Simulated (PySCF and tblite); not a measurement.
The numbers below are computed, except where a source is named.
C4H7F, numbered as in [CH2:1]=[CH:2][CH2:3][CH2:4][F:5].

Conformers came from 90 starts (ETKDG and KDG, MMFF94s, GFN2-xTB); geometries are PBE0-D3(BJ)/def2-SVP. Energies: PBE0-D3(BJ)/def2-TZVP, with GFN2-xTB thermal terms (modes under about 100 cm⁻¹ blended into free rotors). Symmetry numbers and mirror images are counted. Conformers within 4 kcal/mol (GFN2-xTB free energy) were kept, 7 at most. GIAO shieldings: PBE0/pcSseg-1. Shifts are against TMS (¹H), TMS (¹³C), CFCl3 (¹⁹F) at the same level; of two unlike H on one atom, a is the less shielded. Codes: tblite and PySCF.

Task: List the conformer-averaged shifts at 298.15 K.

Result: ¹H: 6.08 (H2, 1H), 5.46 (H1a, 1H), 5.41 (H1b, 1H), 4.39 (H4, 2H), 2.32 (H3, 2H) ppm. ¹³C: 143.2 (C2), 125.3 (C1), 83.6 (C4), 39.5 (C3) ppm. ¹⁹F: -237.9 (F5) ppm.

Task: How do the conformers differ?

Result: Torsions listed: C1–C2–C3–C4, C2–C3–C4–F5. Of a mirror pair one member is shown.
```tsv
conformer	shape	weight %
1	-117°, -176°	35.0
2	124°, 61°	34.5
3	122°, -63°	17.8
4	-11°, 66°	7.1
5	0°, 180°	5.6
```

| signal | 1 | 2 | 3 | 4 | 5 | average |
| --- | --- | --- | --- | --- | --- | --- |
| H1a | 5.54 | 5.36 | 5.54 | 5.76 | 4.88 | 5.46 |
| H1b | 5.40 | 5.39 | 5.45 | 5.52 | 5.26 | 5.41 |
| H2 | 5.79 | 6.40 | 5.99 | 6.09 | 6.10 | 6.08 |
| H3 | 2.46 | 2.22 | 2.25 | 2.21 | 2.42 | 2.32 |
| H4 | 4.25 | 4.43 | 4.42 | 4.67 | 4.65 | 4.39 |
| C1 | 127.2 | 123.7 | 126.7 | 124.0 | 119.7 | 125.3 |
| C2 | 140.6 | 144.9 | 144.7 | 143.7 | 143.3 | 143.2 |
| C3 | 40.1 | 39.9 | 40.3 | 35.6 | 35.1 | 39.5 |
| C4 | 83.6 | 84.8 | 82.3 | 82.2 | 82.0 | 83.6 |
| F5 | -235.0 | -240.5 | -233.1 | -239.5 | -252.5 | -237.9 |

Task: Which signal moves most, for its nucleus, between 180 and 400 K through the change of populations alone?

Result: H4: 4.37 ppm at 180 K, 4.38 ppm at 230 K, 4.39 ppm at 298.15 K, 4.40 ppm at 330 K, 4.41 ppm at 400 K.

Unscaled ¹⁹F shifts at such levels can be off by tens of ppm; differences between conformers or isomers are more reliable. Shifts are unscaled: against experiment ¹³C can be off by 15 ppm or more and ¹H by 0.8 ppm.
